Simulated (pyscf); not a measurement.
`[PH]=[GaH]` + `[H][H]` → `[PH2][GaH2]`, an addition across a multiple bond or ene-type step (singlet surface; H–H broken, H–P, Ga–H formed). PySCF, gas phase, ωB97X-D3(BJ)/def2-SVP geometries. Energies in kcal/mol from the separated reactants.

Small-basis levels: PySCF, no dispersion term, spherical d functions. AM1 to PM7: differences of heats of formation from MOPAC, which are fitted to 298 K values and so differ in kind from electronic energies by zero-point and thermal terms. Cost: rough CPU time at the saddle relative to B3LYP/6-31G*+LANL2DZ, from one job on a shared machine.

| level | barrier | reaction energy | cost |
|---|---|---|---|
| HF/STO-3G | 68.0 | -53.4 | 0.1 |
| HF/3-21G | … | -39.2 | 0.1 |
| HF/6-31G*+LANL2DZ | 44.3 | -40.0 | 0.1 |
| SVWN5/6-31G*+LANL2DZ | 15.4 | -35.6 | 0.8 |
| BP86/6-31G*+LANL2DZ | 24.8 | -30.2 | 1 |
| PBE/6-31G*+LANL2DZ | 23.4 | -31.1 | 2 |
| B3LYP/STO-3G | 49.1 | -31.0 | 2 |
| B3LYP/6-31G*+LANL2DZ | … | -32.6 | 1 |
| M06-2X/6-31G*+LANL2DZ | 29.5 | -33.8 | 2 |
| PBE/def2-SVP | 18.6 | -30.0 | 3 |
| PM3 | 26.1 | -4.9 | under 0.02 |
| PM6 | 91.3 | +39.6 | under 0.02 |
| ωB97M-D3(BJ)/def2-TZVP | … | -32.7 | – |

Problem. Some entries are withheld; supply them.

Solution. 
- HF/3-21G, barrier: 41.2
- B3LYP/6-31G*+LANL2DZ, barrier: 29.8
- ωB97M-D3(BJ)/def2-TZVP, barrier: 26.3

Against the last row the barrier runs from -10.9 (SVWN5/6-31G*+LANL2DZ) to +65.0 kcal/mol (PM6). ωB97M-D3(BJ)/def2-TZVP has limits of its own. At the saddle there is also a short Ga–H contact that neither side keeps. HP=GaH lies 17.6 kcal/mol over its isomer H₂P–Ga [singlet] (electronic energy, ωB97M-D3(BJ)/def2-TZVP). One saddle was located; it need not be the lowest between these sides. In the def2 sets elements up to Kr have no core potential.
